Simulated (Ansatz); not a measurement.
# B₂H, quartet in 6-31G: errors against full CI

Geometry: a point of a stretch scan, not a stationary point.

```xyz
3

B     0.0000    0.0000    0.0523
B     0.0000    0.0000   -1.2827
H     0.0000    0.0000    1.2305
```

Basis 6-31G; Ansatz 0.2.0. Only valence electrons are correlated (noble-gas cores frozen), which leaves 7 electrons in 18 orbitals. R marks a restricted (for open shells ROHF) determinant, U an unrestricted one. Active spaces: valence = (7e, 9o) chosen from the atoms' valence shells; pair = (5e, 5o) about the gap.

Full CI is exact within this basis and frozen core; it isn't the basis-set limit. The frozen core follows each run's orbitals, which can shift R against U totals by a few meV.

For open shells CISD and CISDTQ are restricted-active-space CI with the open shells as a complete middle space.

* UHF ⟨S²⟩: 3.756
* T1 diagnostic (RCCSD): 0.0180
* largest doubles amplitude (RCCSD): 0.075
* T1 diagnostic (UCCSD): 0.0142

```
   level  E − E(RHF) (eV)
     UHF          -0.0403
    RMP2          -1.6173
    UMP2          -1.6279
   RCCSD          -2.1350
   UCCSD          -2.1360
RCCSD(T)          -2.1763
UCCSD(T)          -2.1771
```

Problem. Estimate how far full CI in 6-31G lies from RCCSD(T). The table doesn't fix it; the size of (T) and the diagnostics are the guide.

Solution. Full CI in 6-31G lies 1.6 kJ/mol below RCCSD(T), which is 41 % of the (T) step (-4.0 kJ/mol). The diagnostics give no warning, yet the rest is a sizeable part of (T).

The other levels:

```csv
level,E − E(full CI) (kJ/mol),share of correlation (%),wall time
CISD,10.0,95.26,0.6 s
BCCD(T),1.7,99.22,0.36 s
RCCSDT,0.3,99.86,–
UCCSDT,0.2,99.89,–
CISDTQ,0.1,99.94,5.5 s
RCCSDT(Q),0.1,99.97,1.8 s
UCCSDT(Q),0.0,100.00,1.7 s
RCCSDTQ,0.0,100.00,11 s
UCCSDTQ,-0.1,100.03,11 s
CASSCF (pair space),172.6,18.45,–
NEVPT2 (pair space),55.3,73.88,0.3 s
MRCISD (pair space),8.8,95.84,–
MRCISD+Q (pair space),1.1,99.48,0.78 s
CASSCF (valence space),67.9,67.93,–
NEVPT2 (valence space),20.9,90.15,1.9 s
NEVPT4(SD) (valence space),3.2,98.51,3 s
MRCISD (valence space),1.6,99.24,–
MRCISD+Q (valence space),0.5,99.74,3.2 s
```

The correlation energy at full CI, counted from RHF, is -2.193 eV. That run took 3.1 s on 1 thread of Arm Neoverse V1, shared host over 331,072 determinants.

Times hold each run's SCF and search for its determinant on a shared host, so for small cases they say little of a method's own cost; they ran on 1 thread of Arm Neoverse V1.

The full-CI state has the irrep A2 of C2v, in the program's axes (one component, if the state is degenerate).

Natural occupations of full CI about the gap: 1.968 1.964 0.993 0.985 0.985 0.025 0.023 0.023 0.010 0.007; effectively unpaired electrons, Σ n²(2−n)², 3.02.
